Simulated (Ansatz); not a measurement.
# PN (singlet): B3LYP, wB97M-V over a scan of the distance N1–P2, 6-31G

Aim: run PN (singlet) with these functionals over a scan of the distance N1–P2, and hold them against the top wave-function level at the same points.

The runs use Ansatz 0.2.0, Gaussian basis; 6-31G, all electrons in the functionals.

To be run: B3LYP, wB97M-V, at 1.199 Å; 1.309 Å; 1.479 Å; 1.596 Å; 1.812 Å; 1.998 Å; 2.337 Å; 2.677 Å; 3.303 Å; 3.925 Å; 5.074 Å.

29 further runs of the same task are left out: 5 for a known fault of the program, 20 that didn't finish, 4 set aside as unsound or not needed.

**1. The system**

The geometry derives from a PBE0/def2-TZVP stationary point (not a proven minimum). One bond is set to the value named and the two fragments are kept rigid.

2 atoms, charge 0, spin multiplicity 1.

Atoms are counted from 1 here; the program's logs count them from 0.

Bond lengths: N1–P2 1.479 Å.

As a file:

```csv
atom,x (Å),y (Å),z (Å)
N1,0.00000,0.00000,0.00000
P2,0.00000,0.00000,1.47940
```

No dispersion term is added; wB97M-V holds VV10 nonlocal correlation. B3LYP takes the VWN-RPA correlation.

The geometry shown and the zero of energy belong to the point 1.479 Å. The yardstick, FCI, and other wave-function levels (R restricted, U unrestricted, valence and pair active spaces) come from earlier runs.

**2. B3LYP, 1.199 Å**

The input, in.yaml:

```yaml
crystal:
  periodic: [false, false, false]
  atoms:
    - {symbol: N, position_ang: [0.000000, 0.000000, 0.000000]}
    - {symbol: P, position_ang: [0.000000, 0.000000, 1.199000]}
basis:
  gaussian: {orbitals: 6-31G}
hamiltonian: {xc: {name: B3LYP}}
```

Started as:

```
$ ansatz run in.yaml --threads 1 --pin off --events-out ev --progress --plain --max-ram 2393MiB
```

Further steps of the session: B3LYP, 1.309 Å; B3LYP, 1.479 Å; B3LYP, 1.596 Å; B3LYP, 1.812 Å; B3LYP, 1.998 Å; B3LYP, 2.337 Å; B3LYP, 2.677 Å; B3LYP, 3.303 Å; B3LYP, 3.925 Å; B3LYP, 5.074 Å; wB97M-V, 1.199 Å; wB97M-V, 1.309 Å; wB97M-V, 1.479 Å; wB97M-V, 1.596 Å; wB97M-V, 1.812 Å; wB97M-V, 1.998 Å; wB97M-V, 2.337 Å; wB97M-V, 2.677 Å; wB97M-V, 3.303 Å; wB97M-V, 3.925 Å; wB97M-V, 5.074 Å.

Q: Predict the results of all the runs planned. Wanted: span of the FCI curve; largest miss, B3LYP; largest miss, wB97M-V.

**Answer**, as computed:

```
             quantity                value
span of the FCI curve             7.424 eV
  largest miss, B3LYP  +0.889 eV (5.074 Å)
largest miss, wB97M-V  +0.965 eV (1.998 Å)
```

Of the functionals, B3LYP keep the smallest largest miss at the points compared (at most 0.889 eV) and wB97M-V strays most (0.965 eV, at 1.998 Å). B3LYP, wB97M-V clearly break the spin symmetry at some points (⟨S²⟩ up to 3.00 above the pure value), so energy there is bought with a mixed spin. Functionals and the yardstick converge differently with the basis, so part of each miss in 6-31G is the basis.
